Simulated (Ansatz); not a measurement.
C3H5ClO can be A, `C[C@H]1O[C@@H]1Cl`, or B, `CO/C=C/Cl`.

Program: Ansatz. Geometries: PBE0-D4/def2-TZVP. ΔE: electronic, gas phase. CCSD(T)/CBS adds triple-zeta CCSD(T) − MP2 to the extrapolated MP2 energy (def2 sets, frozen cores). Functionals use def2-TZVPP. B3LYP here is the variant with VWN-RPA as its local correlation; programs differ in this. One conformer a species, not always the lowest.

A:

```xyz
10

C     0.333    0.286    1.242
C    -0.487   -0.075    0.049
O    -0.627    0.927   -0.972
C     0.080   -0.223   -1.282
Cl   -0.644   -1.317   -2.451
H    -0.230    0.948    1.904
H     1.251    0.795    0.946
H     0.594   -0.613    1.806
H    -1.411   -0.621    0.234
H     1.141   -0.107   -1.476
```

B:

Z-matrix (Å, degrees):
```
C
O 1 1.412
H 1 1.096 2 111.1
H 1 1.089 2 106.8 3 118.9
H 1 1.095 2 111.2 3 -121.9
C 2 1.347 1 114.7 3 54.9
C 6 1.327 2 121.4 1 161.9
H 6 1.088 2 117.0 1 -19.8
Cl 7 1.718 6 121.5 2 176.6
H 7 1.081 6 123.1 2 -2.2
```

(1) Which is lower in electronic energy at CCSD(T)/CBS, and by how much? (Best estimate.)

(2) Give E(B) − E(A) in kcal/mol with HF/def2-TZVPP, B3LYP, r2SCAN-D4, CCSD/def2-TZVPP, ωB97M-V, CCSD(T)/def2-TZVPP, MP2/def2-TZVPP. (Best estimate.)

Largest T1 diagnostic: 0.012.

Answers

(1) Computed: A, by 3.9 kcal/mol.

(2) The calculation gave: HF/def2-TZVPP -0.4, B3LYP 0.7, r2SCAN-D4 5.4, CCSD/def2-TZVPP 3.8, ωB97M-V 4.6, CCSD(T)/def2-TZVPP 3.9, MP2/def2-TZVPP 6.4. The order is the other way round with HF/def2-TZVPP.

From PBE to PBE0 (25 % exact exchange), in def2-TZVPP and without D4, E(B) − E(A) moves by +0.8 kcal/mol. In def2-TZVPP, CCSD(T) changes the Hartree–Fock value by +4.4 kcal/mol (the triples alone add +0.2 kcal/mol) and MP2 by +6.8 kcal/mol.
